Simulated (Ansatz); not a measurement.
# SiHF₂ radical: basis-set convergence

An exercise on one series of results from a longer session: the logs are not shown, and one member is left open.

Method: one geometry, several basis sets; program: Ansatz 0.2.0, Gaussian basis.

Levels to be run: PBE0-D4/def2-SVP; ωB97M-V/def2-SVP; PBE0-D4/def2-QZVPP; ωB97M-V/def2-QZVPP; CCSD(T)/cc-pV(D+d)Z; CCSD(T)/cc-pV(T+d)Z; CCSD(T)/cc-pV(Q+d)Z; the functionals' def2-TZVPP values are taken from earlier runs.

**The relaxed structure**

All runs share one geometry, relaxed beforehand with PBE0-D4 in a triple-zeta def2 set.

SMILES `F[SiH]F`, 4 atoms, charge 0, spin multiplicity 2.

Atoms are counted from 1 here; the program's logs count them from 0.

Bond lengths: F1–Si2 1.592 Å, Si2–F3 1.592 Å, Si2–H4 1.493 Å. Angles: F1–Si2–F3 107.2°, F1–Si2–H4 107.6°, F3–Si2–H4 107.6°.

The first run:

Contents of in.yaml:

```yaml
crystal:
  periodic: [false, false, false]
  atoms:
    - {symbol: F, position_ang: [1.274383, 0.625472, -0.411721]}
    - {symbol: Si, position_ang: [-0.027566, -0.285309, -0.316175]}
    - {symbol: F, position_ang: [-1.282764, 0.691196, -0.248087]}
    - {symbol: H, position_ang: [0.035946, -1.031360, 0.975983]}
basis:
  gaussian: {orbitals: def2-SVP}
magnetization: {spin_polarized: true, initial_magnetization: 1}
hamiltonian: {xc: pbe0, dispersion: d4}
output: {orbitals: {seedname: orbitals}}
```

Launch:

```bash
ansatz run in.yaml --threads 2 --pin off --events-out ev --progress --plain --max-ram 20480MiB --backend cpu
```

Steps of the session up to this table: PBE0-D4 in def2-SVP; ωB97M-V in def2-SVP; PBE0-D4 in def2-QZVPP; ωB97M-V in def2-QZVPP.

One of the session's tables, all rows but one given; the rest of the session is left out.

| functional | basis | HOMO (eV) | LUMO (eV) |
| --- | --- | --- | --- |
| PBE0-D4 | def2-SVP | ? | ? |
| PBE0-D4 | def2-TZVPP | -6.98 | -2.77 |
| PBE0-D4 | def2-QZVPP | -7.02 | -2.82 |
| ωB97M-V | def2-SVP | -8.63 | -1.06 |
| ωB97M-V | def2-TZVPP | -8.76 | -1.15 |
| ωB97M-V | def2-QZVPP | -8.82 | -1.23 |

Q: Estimate the row for PBE0-D4, def2-SVP from the others.

As computed: HOMO (eV): -6.86; LUMO (eV): -2.76. In the column «HOMO (eV)» it is the highest.
